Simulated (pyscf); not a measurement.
`[CH2]=[CH][CH2][F]` -> `[CH2]=[C]=[CH2]` + `[FH]`, an elimination (singlet surface; C–F, C–H broken, F–H formed). Structures and frequencies: ωB97X-D3(BJ)/def2-SVP in PySCF. MP2 and CC: frozen core, UHF for open shells. ΔMP2 is the change of the MP2 total energy from the triple- to the quadruple-zeta basis. Energies in kcal/mol from the reactant's lowest minimum found.

Small-basis levels: PySCF, no dispersion term, spherical d functions. AM1 to PM7: differences of heats of formation from MOPAC, which are fitted to 298 K values and so differ in kind from electronic energies by zero-point and thermal terms. Cost: rough CPU time at the saddle relative to B3LYP/6-31G*, from one job on a shared machine.

| level | barrier | reaction energy | cost |
|---|---|---|---|
| HF/3-21G | … | +36.7 | 0.07 |
| B3LYP/LANL2DZ | … | +26.4 | 0.8 |
| B3LYP/6-31G* | 76.9 | +34.5 | 1 |
| B3LYP/6-311+G** | 70.6 | +19.3 | 2 |
| PBE/def2-SVP | 67.5 | +31.0 | 2 |
| AM1 | 117.1 | +18.0 | under 0.02 |
| PM6 | 75.7 | +14.5 | under 0.02 |
| CCSD(T)/def2-TZVPP + ΔMP2(QZVPP) | … | +21.9 | – |

Q: Some entries are withheld; supply them.

A: 
- HF/3-21G, barrier: 91.2
- B3LYP/LANL2DZ, barrier: 68.1
- CCSD(T)/def2-TZVPP + ΔMP2(QZVPP), barrier: 76.3

Against the last row the barrier runs from -8.7 (PBE/def2-SVP) to +40.8 kcal/mol (AM1). CCSD(T)/def2-TZVPP + ΔMP2(QZVPP) has limits of its own. On the product side the descent ends in a complex, 5.1 kcal/mol under the separated species and 54.9 kcal/mol under the saddle at ωB97X-D3(BJ)/def2-TZVP. One saddle was located; it need not be the lowest between these sides. The CCSD(T) − MP2 part came from Ansatz, without density fitting, on the same reference.
